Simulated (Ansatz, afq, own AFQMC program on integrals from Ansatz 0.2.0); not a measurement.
Integrals from Ansatz 0.2.0, then the random walk in our own AFQMC program (afq).

```yaml
crystal:
  periodic: [false, false, false]
  atoms:
    - {symbol: C, position_ang: [-0.563505, 0.000000, 0.335965]}
    - {symbol: C, position_ang: [0.427069, 0.000000, -0.335965]}
    - {symbol: H, position_ang: [0.317599, 0.000000, 0.933639]}
    - {symbol: H, position_ang: [1.308173, 0.000000, -0.933639]}
basis:
  gaussian: {orbitals: cc-pVDZ}
magnetization: {spin_polarized: false}
correlation: {method: ccsd_t, electrons: outside_noble_gas, hamiltonian_folder: ham}
```

```sh
$ ansatz run in.yaml --threads 1 --pin off --events-out ev --progress --plain --max-ram 1382MiB
```

afq runs on the folder ham with

```
--method phaseless --trial cisd --walkers 70 --populations 1 --least-time 40 --time-step 0.005 --steps-per-block 50 --equilibration-blocks 28 --max-blocks 300 --target-error 0.00038 --factor-cut 1e-05 --seed 331 --release-times 0.24,0.51,0.99,1.62,2.4 --release-step 0.03 --release-every 4 --taylor-order 6
```

Times are imaginary, in 1/Eh. The walk had a cap of 536 s.

afq prints:

```
orbitals 36  electrons 5 5  factors 293 of 350
reference energy -76.73685777 Eh
CCSD correlation -0.26647119 Eh in 12 cycles, weight of the determinant in the CISD state 0.8864
energy of the start -77.003329 Eh
 block  time / (1/Eh)  mean weight  energy / Eh
     1     0.250  1.0018  -77.000227
     2     0.500  1.0018  -77.004994
     3     0.750  1.0003  -77.006724
     4     1.000  1.0012  -77.007002
     5     1.250  0.9990  -77.005774
     7     1.750  0.9998  -77.006010
     9     2.250  1.0001  -77.008678
    17     4.250  0.9992  -77.011297
    33     8.250  0.9970  -77.013599
    49    12.250  0.9983  -77.013839
    65    16.250  1.0003  -77.014120
    81    20.250  1.0005  -77.016221
    97    24.250  0.9953  -77.007844
   113    28.250  1.0006  -77.008350
   129    32.250  1.0016  -77.012379
   145    36.250  0.9982  -77.016049
   161    40.250  0.9999  -77.034245
   177    44.250  0.9988  -77.013559
   193    48.250  0.9993  -77.006250
   209    52.250  0.9997  -77.012305
   225    56.250  0.9998  -77.015003
   241    60.250  0.9995  -77.009351
   257    64.250  1.0005  -77.015552
   273    68.250  0.9999  -77.012297
   289    72.250  1.0016  -77.027854
   305    76.250  1.0018  -77.011124
   321    80.250  0.9996  -77.010094
blocks merged  error / Eh  count
     1  0.000429  300
     2  0.000542  150
     4  0.000646  75
     8  0.000753  37
    16  0.000832  18
    32  0.000835  9
released: time / (1/Eh)  energy / Eh  error  mean overlap
  0.24  -77.015749  0.000630  1.0077
  0.51  -77.015606  0.000566  1.0120
  0.99  -77.015836  0.000420  0.9943
  1.62  -77.014874  0.000517  0.9935
  2.40  -77.015366  0.000681  0.9932
energy -77.015990 +/- 0.000832 Eh
(rows thinned)
```

The run passed its tests (sampling time, drift between the halves within three errors, error under three times the target), which doesn't prove that it has relaxed.

Against this walk (error 22.6 meV) on the same determinant: CCSD(T) 54.6 meV higher, CCSDT(Q) 18.4 meV higher (within the noise). The error is statistical and leaves out the bias of the constraint. Released to 2.40 1/Eh the energy moves by 17 ± 29 meV (both errors), within twice the noise.

Cautions: constraint bias not in the error; error above the target (22.6 against 10.3 meV).

The walk took 3.3 min on 1 thread of Intel(R) Xeon(R) Platinum 8488C (Sapphire Rapids), with other jobs on the host. The log's last line is the phaseless energy.

CCSDT and higher add their correlation energy to the determinant of the CCSD(T) run, since their own runs factorise the integrals more tightly (a shift of under 2 meV). A walk keeps the symmetry of its determinant, which the program's search chose and which needn't be the lowest solution, so a lower state of the same spin and another symmetry isn't excluded.
